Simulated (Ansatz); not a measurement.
# AlH6P: the cost of one run

Program: Ansatz 0.2.0. Level of theory: RKS PBE-D4/def2-SVP. These are calculated values, not measurements.

## 1. The system as given

Bond lengths: Al1–H3 1.560 Å, Al1–H4 1.560 Å, Al1–P5 2.580 Å, P5–H6 1.420 Å, P5–H7 1.420 Å. Angles: H3–Al1–H4 120.0°, H3–Al1–P5 97.0°, H4–Al1–P5 101.2°, Al1–P5–H6 109.5°, Al1–P5–H7 109.5°, H6–P5–H7 109.4°.

Coordinates:

```xyz
8

Al    0.0000    0.0000    0.0000
H     0.0000    0.0000    1.9100
H     1.3510    0.0000   -0.7800
H    -1.3510    0.0000   -0.7800
P     0.1078   -2.4460    0.8135
H    -0.6605   -3.2680   -0.0528
H     1.4574   -2.8876    0.8103
H     0.0430   -0.9763    1.9650
```

## 2. A restrained relaxation towards end A

Springs on the bonds that form and break draw the guess towards this end; the thresholds are loose.

input.yaml

```yaml
crystal:
  periodic: [false, false, false]
  atoms:
    - { symbol: Al, position_ang: [0.0, 0.0, 0.0] }
    - { symbol: H, position_ang: [0.0, 0.0, 1.91] }
    - { symbol: H, position_ang: [1.351, 0.0, -0.78] }
    - { symbol: H, position_ang: [-1.351, 0.0, -0.78] }
    - { symbol: P, position_ang: [0.1078, -2.446, 0.8135] }
    - { symbol: H, position_ang: [-0.6605, -3.268, -0.0528] }
    - { symbol: H, position_ang: [1.4574, -2.8876, 0.8103] }
    - { symbol: H, position_ang: [0.043, -0.9763, 1.965] }
basis:
  gaussian: { orbitals: def2-SVP }
hamiltonian:
  xc: pbe
  dispersion: d4
relax:
  f_tol: 0.15
  max_steps: 25
  restrain:
    - { distance: [0, 4], at: 3.48, k: 30.0 }
    - { distance: [7, 1], at: 1.86, k: 30.0 }
    - { distance: [0, 1], at: 1.56, k: 30.0 }
    - { distance: [7, 4], at: 1.42, k: 30.0 }
output:
  orbitals: {}
```

The run is started by

```bash
> ansatz run input.yaml --threads 1 --pin off --max-ram 2048MiB --backend cpu --events-out ev --progress --plain --runs-dir out
```

What time and memory should one allow on 1 thread of Arm Neoverse V1, shared host?

About 12 s, with a peak of 0.11 GiB.
